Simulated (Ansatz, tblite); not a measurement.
# The cluster CdCl2−: one state, many levels

The task here is to estimate one member of a computed series from the others.

Method: as each input shows; program: Ansatz 0.2.0, Gaussian basis.

The runs, in order: GFN1-xTB, GFN2-xTB, PBE-D4/def2-TZVPD, r2SCAN-D4/def2-TZVPD, r2SCAN0-D4/def2-TZVPD, PBE-QIDH/def2-TZVPD, LC-ωPBE/def2-TZVPD, ωB97X-V/def2-TZVPD, BLYP-D4/def2-TZVPD, LC-ωPBE(0.10)/def2-TZVPD, LC-ωPBE(0.15)/def2-TZVPD, LC-ωPBE(0.20)/def2-TZVPD, LC-ωPBE(0.30)/def2-TZVPD, PBE-D4/def2-SVPD, PBE0-D4/def2-SVPD, CCSD(T)/def2-TZVPD, RPA/def2-TZVPD.

2 further runs of the same task are left out: 2 set aside as unsound or not needed. Runs told in other sessions of the task aren't counted.

## The geometry

The geometry is that of the doublet, from an earlier relaxation (r2SCAN-D4/def2-TZVPD). At that level it is the lowest of the isomers that a small search found.

3 atoms, charge -1, spin multiplicity 2.

Bond lengths: Cd1–Cl2 2.497 Å, Cd1–Cl3 2.496 Å. Angles: Cl2–Cd1–Cl3 117.8°.

Cd takes a core potential in the def2 sets. No spin-orbit coupling is included. The ion is computed in the gas phase, without counter-ions or solvent.

PBE0-D4/def2-TZVPD was run before; its log isn't repeated, and its numbers join the tables.

The first run:

Tight binding, by tblite at 300 K electronic temperature and without a spin-polarisation term:

```python
tblite.interface.Calculator('GFN1-xTB', numbers, positions, charge=-1, uhf=1).singlepoint()
```

Tight binding, by tblite at 300 K electronic temperature and without a spin-polarisation term:

```python
tblite.interface.Calculator('GFN2-xTB', numbers, positions, charge=-1, uhf=1).singlepoint()
```

start.molden holds the orbitals of an earlier run on this state, given as this run's starting guess.

Contents of in.yaml:

```yaml
crystal:
  periodic: [false, false, false]
  atoms:
    - {symbol: Cd, position_ang: [-0.052970, -0.856994, -0.046926]}
    - {symbol: Cl, position_ang: [-1.650829, 0.459937, 1.347822]}
    - {symbol: Cl, position_ang: [1.703799, 0.397057, -1.300896]}
basis:
  gaussian: {orbitals: def2-TZVPD, initial_orbitals: start.molden}
total_charge: -1
magnetization: {spin_polarized: true, initial_magnetization: 1}
hamiltonian: {xc: pbe, dispersion: d4}
scf: {omitted_lower_state_checks: [starts]}
output: {forces: true, orbitals: {seedname: orbitals}}
```

Started as:

```bash
$ ansatz run in.yaml --threads 4 --pin off --events-out ev --progress --plain --max-ram 3916MiB
```

Steps of the session up to this table: PBE-D4/def2-TZVPD; r2SCAN-D4/def2-TZVPD; r2SCAN0-D4/def2-TZVPD; PBE-QIDH/def2-TZVPD; LC-ωPBE/def2-TZVPD; ωB97X-V/def2-TZVPD; BLYP-D4/def2-TZVPD; LC-ωPBE(0.10)/def2-TZVPD; LC-ωPBE(0.15)/def2-TZVPD; LC-ωPBE(0.20)/def2-TZVPD; LC-ωPBE(0.30)/def2-TZVPD; PBE-D4/def2-SVPD; PBE0-D4/def2-SVPD; CCSD(T)/def2-TZVPD; RPA/def2-TZVPD.

One of the session's tables, all rows but one given; the rest of the session is left out.

It belongs to the step «Levels side by side». 

```
                   level  HOMO (eV)  LUMO (eV)  gap (eV)
        PBE-D4/def2-SVPD      -0.05       0.69      0.74
       PBE-D4/def2-TZVPD      -0.01       0.74      0.75
      BLYP-D4/def2-TZVPD       0.13       0.70      0.56
    r2SCAN-D4/def2-TZVPD      -0.30       1.05      1.35
       PBE0-D4/def2-SVPD      -0.89       1.54      2.43
      PBE0-D4/def2-TZVPD      -0.85       1.59      2.44
   r2SCAN0-D4/def2-TZVPD      -1.09       1.75      2.84
      LC-ωPBE/def2-TZVPD      -3.10       3.75      6.85
      ωB97X-V/def2-TZVPD      -2.73       3.43      6.16
LC-ωPBE(0.10)/def2-TZVPD          ?          ?         ?
LC-ωPBE(0.15)/def2-TZVPD      -1.92       2.57      4.50
LC-ωPBE(0.20)/def2-TZVPD      -2.31       2.96      5.26
LC-ωPBE(0.30)/def2-TZVPD      -2.81       3.46      6.28
```

Q: Estimate the row for LC-ωPBE(0.10)/def2-TZVPD from the others.

**Answer.** HOMO (eV): -1.42; LUMO (eV): 2.08; gap (eV): 3.49. In the column «HOMO (eV)» it lies between LC-ωPBE(0.15)/def2-TZVPD (-1.92) and r2SCAN0-D4/def2-TZVPD (-1.09).
